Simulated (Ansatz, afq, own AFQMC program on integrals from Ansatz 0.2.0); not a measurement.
**CO, triplet → CO, singlet**

```json
{"atom": "O", "x (Å)": "0.0000", "y (Å)": "0.0000", "z (Å)": "0.0000"}
{"atom": "C", "x (Å)": "0.0000", "y (Å)": "0.0000", "z (Å)": "1.1955"}
```

E(singlet, charge +0) − E(triplet, charge +0) at this geometry, on ROHF and RHF determinants.

Basis cc-pVTZ. Only valence electrons are correlated. Integrals, coupled cluster, full CI and functionals: Ansatz 0.2.0; the random walks run on the same integrals in our own AFQMC program. ph-AFQMC/CISD is guided by a CISD state made of CCSD amplitudes; releasing the constraint for a short imaginary time cuts its bias at the price of noise, slowly where states lie close. Error bars are statistical, one sigma. The errors of all members are added in quadrature.

No full CI on the walks' own integrals is used here; CCSDT(Q) serves as the reference and is uncertain by about the last step of the cluster series. Each member takes its own surest rung, up to full CI.

Errors are counted within cc-pVTZ, not against nature.

Cautions: CO (triplet): another spin lies lower, a spin-contaminated unrestricted determinant lies lower (UHF 314 meV lower, ⟨S²⟩ 2.19), released walk and highest rung disagree (by 15 meV at 1.62 1/Eh, later times being noisier), its ph-AFQMC/CISD value lies 45 ± 5 meV above CCSDT(Q); CO (singlet): raised T1 diagnostic (T1 0.023, weight of the determinant 0.89, largest double 0.08), the ph-AFQMC/CISD walk drifts between its halves (2.1 errors).

Reference (CCSDT(Q)): -135.3 kcal/mol.

| level | vertical spin gap (kcal/mol) | error against CCSDT(Q) (kcal/mol) |
| --- | --- | --- |
| HF | -116.2 | 19.0 |
| MP2 | -137.0 | -1.8 |
| CCSD | -133.5 | 1.8 |
| CCSD(T) | -135.3 | 0.0 |
| CCSDT | -134.9 | 0.3 |
| ph-AFQMC/HF | -140.7 ± 0.9 | -5.4 ± 0.9 |
| ph-AFQMC/CISD | -136.0 ± 0.2 | -0.7 ± 0.2 |
| released AFQMC | -135.6 ± 0.2 | -0.3 ± 0.2 |

Correlation beyond CCSD(T) changes it by less than 2 meV. The perturbative (T) step is worth −1.8 kcal/mol.

A walk keeps the symmetry of its determinant, which the program's search chose and which needn't be the lowest solution, so a lower state of the same spin and another symmetry isn't excluded. Released energies are given only where the last usable release times agree within the noise; a slower fall can still hide under it.
